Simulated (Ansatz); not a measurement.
`[MgH][Cl]` + F• → `[Mg][Cl]`• + H–F at 298.15 K and 1 bar (hydrogen abstraction from a Mg–H bond).

Gas-phase electronic energies from Ansatz, PBE0-D4/def2-TZVP geometries. CBS: MP2 limit from def2 TZ/QZ plus the TZ coupled-cluster correction, frozen cores. This one scheme is used for every species, atoms too. No spin–orbit coupling; open shells (•) take unrestricted orbitals. Spin–orbit coupling would lower the free atoms: a little for F. Bonds to Mg are less sure, by a few kJ/mol each and by 10 to 20 or more in all where they break to atoms, as the def2 sets lack core-valence functions.

```json
{"species": "`[MgH][Cl]`", "CCSD(T)/CBS energy (Eh)": "-660.33122", "H − E (kJ/mol)": "28.0", "S (J/(mol·K))": "239.9"}
{"species": "F•", "CCSD(T)/CBS energy (Eh)": "-99.66871", "H − E (kJ/mol)": "6.2", "S (J/(mol·K))": "160.5"}
{"species": "`[Mg][Cl]`•", "CCSD(T)/CBS energy (Eh)": "-659.71225", "H − E (kJ/mol)": "12.1", "S (J/(mol·K))": "233.5"}
{"species": "H–F", "CCSD(T)/CBS energy (Eh)": "-100.39570", "H − E (kJ/mol)": "33.5", "S (J/(mol·K))": "173.6"}
```

H − E and S are ideal-gas, rigid-rotor, harmonic terms from PBE0-D4/def2-TZVP, with the whole ground term of open shells counted as degenerate. 1 Eh = 2625.50 kJ/mol, R = 8.31446 J/(mol·K).

Question: By hand: ΔE, ΔH, ΔS and ΔG.

Answer: ΔE = (-659.71225) + (-100.39570) − (-660.33122) − (-99.66871) = -0.10802 Eh = -283.6 kJ/mol. Δ(H − E) = 12.1 + 33.5 − 28.0 − 6.2 = 11.4, so ΔH = -272.2 kJ/mol. ΔS = 233.5 + 173.6 − 239.9 − 160.5 = 6.7 J/(mol·K). ΔG = -272.2 − 298.15 × (6.7)/1000 = -274.2 kJ/mol.

Question: By hand: the equilibrium constant, and the temperature at which ΔG would vanish if ΔH and ΔS stayed fixed.

Answer: log₁₀ K = −ΔG/(RT ln 10) = 48.0. ΔH and −TΔS have one sign here, so there is no such temperature.

The number of gas molecules stays the same, so ΔS is small and ΔH decides. A doubt of 5 kJ/mol in ΔE shifts log₁₀ K by 0.9 here. These are equilibria of isolated gas molecules and say nothing of rates. Largest T1 diagnostic: 0.009 (customary marks: 0.02 for closed shells, 0.045 for open ones).
